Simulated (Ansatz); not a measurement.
C₃H₃F₃, SMILES `C=C(F)C(F)F`, 9 atoms. Total charge 0; spin multiplicity 1. All runs use 4 threads of an Arm Neoverse V1 on a shared host. Correlated methods freeze the cores.

Question: Give the basis size and wall time and peak host memory of each of these runs in Ansatz. RHF-MP2/def2-QZVPP energy; RKS PBE0-D4/def2-QZVPP energy; RKS ωB97M-V/def2-SVP energy; RKS PBE0-D4/def2-TZVP relaxation (8 steps); RKS ωB97M-V/def2-QZVPP energy; RKS r2SCAN0-D4/def2-TZVPP energy; RKS BHLYP-D4/def2-TZVPP energy; direct RPA on PBE orbitals/def2-TZVPP energy; RHF-CCSD(T)/def2-TZVPP energy; RKS PBE0-D4/def2-TZVP frequencies; RHF-CCSD(T)/def2-SVP energy; RKS CAM-B3LYP-D4/def2-TZVPP energy. (Best estimate.)

Answer: Ansatz gave: Other jobs shared the machine, so times are rough.

| level | job | functions | wall time | peak host memory (GiB) |
| --- | --- | --- | --- | --- |
| RKS BHLYP-D4/def2-TZVPP | energy | 228 | 2.2 s | 0.5 |
| RKS CAM-B3LYP-D4/def2-TZVPP | energy | 228 | 2.4 s | 0.54 |
| RKS ωB97M-V/def2-SVP | energy | 99 | 3.1 s | 0.41 |
| RKS r2SCAN0-D4/def2-TZVPP | energy | 228 | 3.5 s | 0.5 |
| direct RPA on PBE orbitals/def2-TZVPP | energy | 228 | 4.1 s | 0.52 |
| RKS PBE0-D4/def2-QZVPP | energy | 432 | 5.5 s | 1.3 |
| RHF-CCSD(T)/def2-SVP | energy | 99 | 6 s | 0.49 |
| RKS ωB97M-V/def2-QZVPP | energy | 432 | 13 s | 1.5 |
| RHF-MP2/def2-QZVPP | energy | 432 | 16 s | 2.4 |
| RKS PBE0-D4/def2-TZVP | relaxation (8 steps) | 204 | 23 s | 0.47 |
| RKS PBE0-D4/def2-TZVP | frequencies | 204 | 100 s | 0.47 |
| RHF-CCSD(T)/def2-TZVPP | energy | 228 | 2.5 min | 4.5 |
